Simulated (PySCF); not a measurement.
Rows and methods have been separated. Pair them.

Compound: 1-buten-3-yne, C₄H₄.
Numbering: `[CH:1]#[C:2][CH:3]=[CH2:4]` (hydrogens: H5 on C1; H6 on C3; H7, H8 on C4)

The closed-shell ground state was solved 6 times with PySCF (density fitting, gas phase), always in the pcJ-1 basis (148 functions), with these functionals: B97-2, BHandHLYP, CAM-B3LYP, HF, PBE and PBE0. Isolated species at its PBE0-D3(BJ)/def2-SVP geometry, gas phase.

```json
{"row": "P", "total energy (Eh)": "-154.6385", "HOMO (eV)": "-8.05", "LUMO (eV)": "0.11", "dipole (D)": "0.45"}
{"row": "Q", "total energy (Eh)": "-154.6491", "HOMO (eV)": "-8.43", "LUMO (eV)": "0.16", "dipole (D)": "0.42"}
{"row": "R", "total energy (Eh)": "-153.7076", "HOMO (eV)": "-9.38", "LUMO (eV)": "2.82", "dipole (D)": "0.51"}
{"row": "S", "total energy (Eh)": "-154.6840", "HOMO (eV)": "-6.93", "LUMO (eV)": "-1.04", "dipole (D)": "0.41"}
{"row": "T", "total energy (Eh)": "-154.5352", "HOMO (eV)": "-6.13", "LUMO (eV)": "-1.93", "dipole (D)": "0.37"}
{"row": "U", "total energy (Eh)": "-154.5434", "HOMO (eV)": "-7.18", "LUMO (eV)": "-0.99", "dipole (D)": "0.42"}
```

**Question.** Which functional belongs to which row?

**Answer.** P = BHandHLYP, Q = CAM-B3LYP, R = HF, S = B97-2, T = PBE, U = PBE0. By rising HOMO–LUMO gap: PBE (GGA) 4.20 eV; B97-2 (global hybrid, 21 % exact exchange) 5.89 eV; PBE0 (global hybrid, 25 % exact exchange) 6.19 eV; BHandHLYP (global hybrid, 50 % exact exchange) 8.16 eV; CAM-B3LYP (range-separated hybrid) 8.59 eV; HF (all exact exchange) 12.20 eV. Total energies of different functionals aren't bounds to one another; each is stationary for its own functional.
